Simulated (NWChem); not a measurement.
# triplet SiCl2 at 4 levels

Wanted: a comparison of 4 runs (UHF/cc-pVTZ, UPBE0/cc-pVTZ, USVWN5/cc-pVTZ, UMP2/cc-pVTZ) of triplet SiCl2. 

The calculation is run with NWChem 7.3.0.

4 further runs of the same task are left out: 4 that didn't finish. Runs told in other sessions of the task aren't counted.

## 1. The structure to begin with

SiCl2: 3 atoms, total charge 0, spin state triplet. SMILES of the parent species: `Cl[Si]Cl`. Geometry: relaxed at PBE0-D4/def2-TZVP. That shape belongs to the parent species and isn't relaxed for this state.

Bond lengths: Cl1–Si2 2.077 Å, Si2–Cl3 2.077 Å. Angles: Cl1–Si2–Cl3 101.3°.

## 2. A single-point energy at UHF/cc-pVTZ (run 1)

Contents of run.py:

```python
from ase import Atoms
from ase.calculators.nwchem import NWChem

molecule = Atoms(['Cl', 'Si', 'Cl'], positions=[
    [0.293800, 1.603800, 0.338000],
    [-0.770100, -0.010400, -0.422000],
    [0.476300, -1.593400, 0.084000],
])

calc = NWChem(
    label='test',
    theory='scf',
    memory='2200 mb',
    basis='cc-pVTZ',
    basispar='spherical bse',
    scf={'nopen': '2', 'uhf': None, 'thresh': '1e-08', 'maxiter': '80'},
    task='energy',
)
molecule.calc = calc

e = molecule.get_potential_energy()
print(f"E = {e:.6f} eV")
```

On the command line:

```bash
$ export ASE_NWCHEM_COMMAND="nwchem PREFIX.nwi > PREFIX.nwo"
$ python run.py
```

The log of the run:

```text
E = -32871.178928 eV
```

The calculator wrote test.nwi:

```
title "test"

permanent_dir test

scratch_dir test

start test

geometry units angstrom nocenter noautosym noautoz
  Cl 2.9380000000000001e-01 1.6037999999999999e+00 3.3800000000000002e-01
  Si -7.7010000000000001e-01 -1.0400000000000000e-02 -4.2199999999999999e-01
  Cl 4.7630000000000000e-01 -1.5933999999999999e+00 8.4000000000000005e-02
end

memory 2200 mb

basis spherical bse noprint
   * library cc-pVTZ
end

scf
  nopen 2
  uhf
  thresh 1e-08
  maxiter 80
end

task scf energy
```

test.nwo:

```text
Northwest Computational Chemistry Package (NWChem) 7.3.0
             --------------------------------------------------------

           Job information
           ---------------

    nwchem branch   = 7.3.0
    use scalapack   = T
    input           = test.nwi
    prefix          = test.
    data base       = test/test.db
    status          = startup
    nproc           =        1

           Memory information
           ------------------

    heap     =     72089594 doubles =      550.0 Mbytes
    stack    =     72089599 doubles =      550.0 Mbytes
    global   =    144179200 doubles =     1100.0 Mbytes (distinct from heap & stack)
    total    =    288358393 doubles =     2200.0 Mbytes
    verify   = yes
    hardfail = no

           Directory information
           ---------------------

  0 permanent = test
  0 scratch   = test

                                NWChem Input Module
                                -------------------

                                       test
                                       ----

[... 22 lines left out ...]
            Nuclear Dipole moment (a.u.)
[... 69 lines left out ...]
 1-e energy   =   -2007.442754
[... 7 lines left out ...]
         Quadratically convergent UHF
[... 15 lines left out ...]
       Final UHF  results
[... 3 lines left out ...]
      One electron energy =  -2007.837691331330
[... 1 line left out ...]
 Nuclear repulsion energy =    168.862018575582
[... 47 lines left out ...]
          Final beta eigenvalues
[... 235 lines left out ...]
                     UHF Final Beta Molecular Orbital Analysis
[... 228 lines left out ...]
   Mulliken analysis of the spin density
   -------------------------------------

    Atom       Charge   Shell Charges
 -----------   ------   -------------------------------------------------------
    1 Cl  17     0.12   0.00  0.00 -0.00  0.01 -0.00  0.00  0.04  0.09 -0.02  0.00  0.00  0.00
    2 Si  14     1.75   0.00  0.01  0.03  0.29  0.16  0.01  0.04  0.79  0.40  0.01  0.03 -0.00
    3 Cl  17     0.12   0.00  0.00 -0.00  0.01 -0.00  0.00  0.04  0.09 -0.02  0.00  0.00  0.00

       Multipole analysis of the density wrt the origin
       ------------------------------------------------

     L   x y z        total         alpha         beta         nuclear
     -   - - -        -----         -----         ----         -------
     0   0 0 0     -0.000000    -25.000000    -23.000000     48.000000

     1   1 0 0     -0.644643     -0.726634     -4.283843      4.365834
[... 8 lines of this table left out ...]
     2   0 0 2    -28.503186    -26.436934    -18.333435     16.267184

 Task  times  cpu:      103.8s     wall:      103.8s
 Total times  cpu:      103.9s     wall:      103.9s
```

Wall time 1.8 min (1 thread of Intel Xeon 6975P-C (Granite Rapids), shared host); peak memory 0.1 GiB.

## 3. The energy at UPBE0/cc-pVTZ (run 2)

Contents of run.py:

```python
from ase import Atoms
from ase.calculators.nwchem import NWChem

atoms = Atoms(['Cl', 'Si', 'Cl'], positions=[
    [0.293800, 1.603800, 0.338000],
    [-0.770100, -0.010400, -0.422000],
    [0.476300, -1.593400, 0.084000],
])

calc = NWChem(
    label='mol',
    theory='dft',
    memory='2200 mb',
    basis='cc-pVTZ',
    basispar='spherical bse',
    dft={'xc': 'pbe0', 'mult': '3', 'grid': 'fine', 'convergence': 'energy 1e-08', 'iterations': '100', 'mulliken': None},
    task='energy',
)
atoms.calc = calc

print("Total energy (eV):", round(atoms.get_potential_energy(), 6))
```

On the command line:

```bash
$ export ASE_NWCHEM_COMMAND="nwchem PREFIX.nwi > PREFIX.nwo"
$ python run.py
```

The log of the run:

```text
Total energy (eV): -32912.312844
```

The calculator wrote mol.nwi:

```
title "mol"

permanent_dir mol

scratch_dir mol

start mol

geometry units angstrom nocenter noautosym noautoz
  Cl 2.9380000000000001e-01 1.6037999999999999e+00 3.3800000000000002e-01
  Si -7.7010000000000001e-01 -1.0400000000000000e-02 -4.2199999999999999e-01
  Cl 4.7630000000000000e-01 -1.5933999999999999e+00 8.4000000000000005e-02
end

memory 2200 mb

basis spherical bse noprint
   * library cc-pVTZ
end

dft
  xc pbe0
  mult 3
  grid fine
  convergence energy 1e-08
  iterations 100
  mulliken
end

task dft energy
```

mol.nwo:

```text
Northwest Computational Chemistry Package (NWChem) 7.3.0
             --------------------------------------------------------

           Job information
           ---------------

    nwchem branch   = 7.3.0
    use scalapack   = T
    input           = mol.nwi
    prefix          = mol.
    data base       = mol/mol.db
    status          = startup
    nproc           =        1

           Memory information
           ------------------

    heap     =     72089594 doubles =      550.0 Mbytes
    stack    =     72089599 doubles =      550.0 Mbytes
    global   =    144179200 doubles =     1100.0 Mbytes (distinct from heap & stack)
    total    =    288358393 doubles =     2200.0 Mbytes
    verify   = yes
    hardfail = no

           Directory information
           ---------------------

  0 permanent = mol
  0 scratch   = mol

                                NWChem Input Module
                                -------------------

                                        mol
                                        ---

[... 22 lines left out ...]
            Nuclear Dipole moment (a.u.)
[... 50 lines left out ...]
  convergence criterion.
[... 16 lines left out ...]
          Convergence on density requested:  1.00D-05
[... 21 lines left out ...]
          Spatial weights used:  Erf1
[... 3 lines left out ...]
          Convergence aids based upon iterative change in
[... 78 lines left out ...]
         Total DFT energy =    -1209.505198098217
[... 1 line left out ...]
           Coulomb energy =      706.669111074160
[... 1 line left out ...]
 Nuclear repulsion energy =      168.862018575582
[... 731 lines left out ...]
                     DFT Final Beta Molecular Orbital Analysis
[... 803 lines left out ...]
   alpha     91     92     93     94     95     96     97     98     99    100
    beta     91     92     93     94     95     96     97     98     99    100
 overlap   0.997  1.000  1.000  1.000  1.000  1.000  1.000  1.000  1.000  1.000

   alpha    101    102
    beta    101    102
 overlap   1.000  1.000

     --------------------------
     Expectation value of S2:
     --------------------------
      <S2> =      2.0035 (Exact =     2.0000)

 center of mass
 --------------
 x =   0.10391897 y =   0.00140340 z =   0.05694560

 moments of inertia (a.u.)
 ------------------
         670.886004616358          35.145938621466         -49.285626649299
          35.145938621466         129.923639604119         -51.409881984076
         -49.285626649299         -51.409881984076         735.565934326830

     Multipole analysis of the density
     ---------------------------------

     L   x y z        total         alpha         beta         nuclear
     -   - - -        -----         -----         ----         -------
     0   0 0 0     -0.000000    -25.000000    -23.000000     48.000000

     1   1 0 0     -0.450879     -0.869166     -3.947547      4.365834
[... 8 lines of this table left out ...]
     2   0 0 2    -28.340953    -26.186258    -18.421879     16.267184

 Task  times  cpu:       59.9s     wall:       59.9s
 Total times  cpu:       59.9s     wall:       59.9s
```

Wall time 61 s (1 thread of Intel Xeon 6975P-C (Granite Rapids), shared host); peak memory 0.12 GiB.

## 4. A single-point energy at USVWN5/cc-pVTZ (run 3)

Contents of run.py:

```python
from ase import Atoms
from ase.calculators.nwchem import NWChem

mol = Atoms(['Cl', 'Si', 'Cl'], positions=[
    [0.293800, 1.603800, 0.338000],
    [-0.770100, -0.010400, -0.422000],
    [0.476300, -1.593400, 0.084000],
])

calc = NWChem(
    label='cl2si',
    theory='dft',
    memory='2200 mb',
    basis='cc-pVTZ',
    basispar='spherical bse',
    dft={'xc': 'slater vwn_5', 'mult': '3', 'grid': 'fine', 'convergence': 'energy 1e-08', 'iterations': '100', 'mulliken': None},
    task='energy',
)
mol.calc = calc

print(f"energy = {mol.get_potential_energy():.6f} eV")
```

On the command line:

```bash
$ export ASE_NWCHEM_COMMAND="nwchem PREFIX.nwi > PREFIX.nwo"
$ python run.py
```

The log of the run:

```text
energy = -32811.884626 eV
```

The calculator wrote cl2si.nwi:

```
title "cl2si"

permanent_dir cl2si

scratch_dir cl2si

start cl2si

geometry units angstrom nocenter noautosym noautoz
  Cl 2.9380000000000001e-01 1.6037999999999999e+00 3.3800000000000002e-01
  Si -7.7010000000000001e-01 -1.0400000000000000e-02 -4.2199999999999999e-01
  Cl 4.7630000000000000e-01 -1.5933999999999999e+00 8.4000000000000005e-02
end

memory 2200 mb

basis spherical bse noprint
   * library cc-pVTZ
end

dft
  xc slater vwn_5
  mult 3
  grid fine
  convergence energy 1e-08
  iterations 100
  mulliken
end

task dft energy
```

cl2si.nwo:

```text
Northwest Computational Chemistry Package (NWChem) 7.3.0
             --------------------------------------------------------

           Job information
           ---------------

    nwchem branch   = 7.3.0
    use scalapack   = T
    input           = cl2si.nwi
    prefix          = cl2si.
    data base       = cl2si/cl2si.db
    status          = startup
    nproc           =        1

           Memory information
           ------------------

    heap     =     72089594 doubles =      550.0 Mbytes
    stack    =     72089599 doubles =      550.0 Mbytes
    global   =    144179200 doubles =     1100.0 Mbytes (distinct from heap & stack)
    total    =    288358393 doubles =     2200.0 Mbytes
    verify   = yes
    hardfail = no

           Directory information
           ---------------------

  0 permanent = cl2si
  0 scratch   = cl2si

                                NWChem Input Module
                                -------------------

                                       cl2si
                                       -----

[... 22 lines left out ...]
            Nuclear Dipole moment (a.u.)
[... 50 lines left out ...]
  convergence criterion.
[... 16 lines left out ...]
          Convergence on density requested:  1.00D-05
[... 18 lines left out ...]
          Spatial weights used:  Erf1
[... 3 lines left out ...]
          Convergence aids based upon iterative change in
[... 78 lines left out ...]
         Total DFT energy =    -1205.814529123099
[... 1 line left out ...]
           Coulomb energy =      706.027498398522
[... 1 line left out ...]
 Nuclear repulsion energy =      168.862018575582
[... 735 lines left out ...]
                     DFT Final Beta Molecular Orbital Analysis
[... 808 lines left out ...]
   alpha     91     92     93     94     95     96     97     98     99    100
    beta     91     92     93     94     95     96     97     98     99    100
 overlap   0.998  1.000  1.000  0.999  1.000  1.000  1.000  1.000  1.000  1.000

   alpha    101    102
    beta    101    102
 overlap   1.000  1.000

     --------------------------
     Expectation value of S2:
     --------------------------
      <S2> =      2.0017 (Exact =     2.0000)

 center of mass
 --------------
 x =   0.10391897 y =   0.00140340 z =   0.05694560

 moments of inertia (a.u.)
 ------------------
         670.886004616358          35.145938621466         -49.285626649299
          35.145938621466         129.923639604119         -51.409881984076
         -49.285626649299         -51.409881984076         735.565934326830

     Multipole analysis of the density
     ---------------------------------

     L   x y z        total         alpha         beta         nuclear
     -   - - -        -----         -----         ----         -------
     0   0 0 0     -0.000000    -25.000000    -23.000000     48.000000

     1   1 0 0     -0.353676     -0.931087     -3.788423      4.365834
[... 8 lines of this table left out ...]
     2   0 0 2    -28.615842    -26.256913    -18.626113     16.267184

 Task  times  cpu:      155.4s     wall:      155.4s
 Total times  cpu:      155.4s     wall:      155.4s
```

Wall time 2.6 min (1 thread of Intel Xeon 6975P-C (Granite Rapids), shared host); peak memory 0.12 GiB.

## 5. A single-point energy at UMP2/cc-pVTZ (run 4)

Contents of run.xyz:

```xyz
3

Cl     0.293800     1.603800     0.338000
Si    -0.770100    -0.010400    -0.422000
Cl     0.476300    -1.593400     0.084000
```

Contents of run.nw:

```
start run
memory 2200 mb

geometry units angstroms noautosym nocenter noautoz
load format xyz run.xyz
end

basis "ao basis" spherical bse
Cl library cc-pVTZ
Si library cc-pVTZ
end

scf
nopen 2
uhf
thresh 1e-08
maxiter 80
print medium
end

mp2
freeze core 15
tight
end

task mp2
```

On the command line:

```bash
$ nwchem run.nw > run.out
```

The log of the run:

```text
[...]
  functions       =   102
[...]
  wavefunction    = UHF
[...]
         Total SCF energy =  -1207.993554560383
      One electron energy =  -2007.837691331232
      Two electron energy =    630.982118195267
 Nuclear repulsion energy =    168.862018575583
                       Sz =      1.0000
                 Sz(Sz+1) =      2.0000
                      S^2 =      2.0070
[...]
          Total MP2 energy         -1208.437600685494
[...]
```

Wall time 2.1 min (1 thread of Intel Xeon 6975P-C (Granite Rapids), shared host); peak memory 0.25 GiB.

## 6. Overview of the runs

```tsv
run	level	iteration cap	module	energy (Eh)	dipole moment (D) of the reference	HOMO energy (eV)	LUMO energy (eV)	wall time
1	UHF/cc-pVTZ	80	scf	-1207.993555	1.87	-8.45	-1.02	1.8 min
2	UPBE0/cc-pVTZ	100	dft	-1209.505198	1.31	-5.50	-5.09	61 s
3	USVWN5/cc-pVTZ	100	dft	-1205.814529	1.03	-4.32	–	2.6 min
4	UMP2/cc-pVTZ	80	mp2	-1208.437601	–	-8.45	-1.02	2.1 min
```

## 7. Outcome

```
                                                         quantity           value
                                              run 4: total energy  -1208.43760 Eh
run 4: HOMO energy (Hartree–Fock orbitals) (highest over α and β)        -8.45 eV
 run 4: LUMO energy (Hartree–Fock orbitals) (lowest over α and β)        -1.02 eV
              run 4: correlation energy (15 core orbitals frozen)      -444.0 mEh
                         run 4: ⟨S²⟩ of the reference determinant           2.007
```

In words: Over runs 1, 2, 3 the dipole moment (its size) runs from 1.03 D (USVWN5/cc-pVTZ) to 1.87 D (UHF/cc-pVTZ). Totals of different functionals can't be ranked against each other. All runs together took 7.4 min, the longest 2.6 min.
